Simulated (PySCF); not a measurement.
## An isoelectronic set: 23 electrons

CCSD(T) in PySCF with def2-TZVPPD on every atom, for the lowest determinant that a PBE0 search found; no spin–orbit coupling. All have 23 electrons, 11 of them in the valence shells, and the same state, a doublet (π ↑). For ions De leads to the atom and ion picked by measured ionisation energies and electron affinities.

| species | difference of nuclear charges | Re (Å) | ωe (cm⁻¹) | k (mdyn/Å) | De (eV) | dissociates to |
| --- | --- | --- | --- | --- | --- | --- |
| BCl⁻ | 12 | 1.911 | 495 | 1.21 | 1.46 | B + Cl⁻ |
| PO | 7 | 1.489 | 1220 | 9.24 | 5.79 | P + O |
| CCl | 11 | 1.656 | 869 | 3.98 | 4.01 | C + Cl |
| PF⁺ | 6 | 1.513 | 1050 | 7.65 | 5.35 | P⁺ + F |

(1) Which member of the whole set has the stiffest bond, and how does it compare with the softest?

Correlated steps freeze 6 core orbitals. For an ion De counts to the pair picked by the measured ionisation energies or electron affinities, which need not be the lowest pair at this level. States were picked by a PBE0 search and need not be the measured ground states.

Results:

(1) PO with k = 9.24 mdyn/Å, 7.6 times that of BCl⁻.
